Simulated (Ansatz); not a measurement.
# C4H4F2: the cost of one run

Method: the levels named in each step, in Ansatz 0.2.0.

**1. The starting structure**

Bond lengths: C1–C2 1.195 Å, F3–C4 1.337 Å, C4–C5 1.321 Å, C5–F6 1.336 Å, C1–H7 1.050 Å, C2–H8 1.051 Å, C4–H9 1.080 Å, C5–H10 1.078 Å. Angles: C1–C2–H8 179.5°, C2–C1–H7 179.4°, F3–C4–C5 123.5°, F3–C4–H9 112.9°, C5–C4–H9 123.6°, C4–C5–F6 123.9°, C4–C5–H10 122.9°, F6–C5–H10 113.2°.

As a file:

```xyz
10

C     1.5276    2.5168   -1.6516
C     2.1639    2.0692   -0.7451
F     0.4651   -0.5032    1.2158
C    -0.3372   -0.1679    0.2005
C    -1.3980   -0.8710   -0.1523
F    -1.7886   -1.9899    0.4641
H     0.9774    2.9169   -2.4516
H     2.7165    1.6692    0.0538
H    -0.0208    0.7322   -0.3057
H    -2.0380   -0.5940   -0.9750
```

**2. A rough first relaxation, PBE-D4/def2-SVP**

This run stands in another session on the same molecule. It ended at:

```xyz
10

C     1.9821    2.9291   -1.6624
C     1.9911    2.0857   -0.7802
F     0.6262   -0.3079    0.7714
C    -0.4578   -0.2585   -0.0262
C    -1.4944   -1.0997    0.1092
F    -1.5480   -2.0578    1.0413
H     1.9843    3.6799   -2.4410
H     1.9780    1.3300   -0.0040
H    -0.4221    0.5243   -0.7998
H    -2.3714   -1.0467   -0.5553
```

**3. Relaxation, PBE0-D4/def2-TZVPP**

Contents of input.yaml:

```yaml
crystal:
  periodic: [false, false, false]
  atoms:
    - { symbol: C, position_ang: [1.98214386, 2.92907633, -1.66238636] }
    - { symbol: C, position_ang: [1.99106954, 2.08574622, -0.78024412] }
    - { symbol: F, position_ang: [0.62616024, -0.30794452, 0.77138585] }
    - { symbol: C, position_ang: [-0.45777574, -0.25849276, -0.0262193] }
    - { symbol: C, position_ang: [-1.49442749, -1.09969858, 0.1092348] }
    - { symbol: F, position_ang: [-1.54799802, -2.05781482, 1.0412637] }
    - { symbol: H, position_ang: [1.9842638, 3.67985153, -2.44101622] }
    - { symbol: H, position_ang: [1.97797514, 1.32996657, -0.00400415] }
    - { symbol: H, position_ang: [-0.42207683, 0.52430849, -0.79978982] }
    - { symbol: H, position_ang: [-2.3713845, -1.04672846, -0.55532437] }
basis:
  gaussian: { orbitals: def2-TZVPP }
hamiltonian:
  xc: pbe0
  dispersion: d4
relax:
  f_tol: 0.002
  max_steps: 150
```

The run is started by

```console
ansatz run input.yaml --threads 4 --pin off --max-ram 10240MiB --backend cpu --events-out ev --progress --plain --runs-dir out
```

Q: Estimate wall time and peak memory on 4 threads of Intel Xeon at 2.50GHz (Skylake/Cascade Lake), shared host.

About 100 s, with a peak of 0.59 GiB.
